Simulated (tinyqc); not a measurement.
Inside a calculation. Method: FCI on RHF in the sto-3g basis, frozen core, for HF, spin multiplicity 1. One step of it, computed by the program tinyqc.

Question. FCI: roots. Diagonalise (each vector has its largest component positive (the first on a tie)); all determinants have Ms = 0, so triplets appear too. The lowest singlet root is the correlation energy.

Occupation strings over the orbitals (2 doubly, a alpha, b beta, 0 empty; spin orbitals ordered 1a 1b 2a 2b ...): 222220 22a22b 2a222b 22b22a 2b222a 222202 222022 220222 2ab222 2ba222 202222

H - E(HF) between determinants (hartree):
```
,222220,22a22b,2a222b,22b22a,2b222a,222202,222022,220222,2ab222,2ba222,202222
222220,0.000000,0.000000,0.000000,0.000000,0.000000,0.030981,0.030981,0.189045,-0.053097,0.053097,0.095195
22a22b,0.000000,0.629772,-0.012525,-0.189045,-0.053097,0.016573,0.016573,0.100075,0.093750,-0.031623,0.053431
2a222b,0.000000,-0.012525,1.419323,-0.053097,-0.095195,0.039483,0.039483,-0.093750,-0.164830,0.053431,0.055815
22b22a,0.000000,-0.189045,-0.053097,0.629772,-0.012525,-0.016573,-0.016573,-0.100075,-0.031623,0.093750,-0.053431
2b222a,0.000000,-0.053097,-0.095195,-0.012525,1.419323,-0.039483,-0.039483,0.093750,0.053431,-0.164830,-0.055815
222202,0.030981,0.016573,0.039483,-0.016573,-0.039483,1.202092,0.053770,0.044868,0.039797,-0.039797,0.182927
222022,0.030981,0.016573,0.039483,-0.016573,-0.039483,0.053770,1.202092,0.044868,0.039797,-0.039797,0.182927
220222,0.189045,0.100075,-0.093750,-0.100075,0.093750,0.044868,0.044868,1.377059,0.118214,-0.118214,0.154133
2ab222,-0.053097,0.093750,-0.164830,-0.031623,0.053431,0.039797,0.039797,0.118214,2.158802,-0.154133,0.106303
2ba222,0.053097,-0.031623,0.053431,0.093750,-0.164830,-0.039797,-0.039797,-0.118214,-0.154133,2.158802,-0.106303
202222,0.095195,0.053431,0.055815,-0.053431,-0.055815,0.182927,0.182927,0.154133,0.106303,-0.106303,3.059142
```

Give: lowest roots of this matrix, relative to E(HF); lowest vectors; <S^2> of these roots; weight of the ground state by excitation level 0, 1, 2, ....

Answer.

lowest roots of this matrix, relative to E(HF) (hartree): -0.033  0.434  0.773  1.148  1.174  1.310  1.364  1.520

lowest vectors:
```
,root 1,root 2,root 3,root 4
222220,0.989,0.000,-0.046,0.000
22a22b,0.014,0.705,0.683,0.000
2a222b,-0.003,0.049,-0.079,0.000
22b22a,-0.014,0.705,-0.683,0.000
2b222a,0.003,0.049,0.079,0.000
222202,-0.018,0.000,0.000,0.707
222022,-0.018,0.000,0.000,-0.707
220222,-0.136,0.000,-0.215,0.000
2ab222,0.030,-0.024,-0.051,0.000
2ba222,-0.030,-0.024,0.051,0.000
202222,-0.024,0.000,-0.007,0.000
```

<S^2> of these roots: 0.000  2.000  0.000  0.000  0.000  2.000  0.000  0.000

weight of the ground state by excitation level 0, 1, 2, ...: 0.978  0.000  0.022
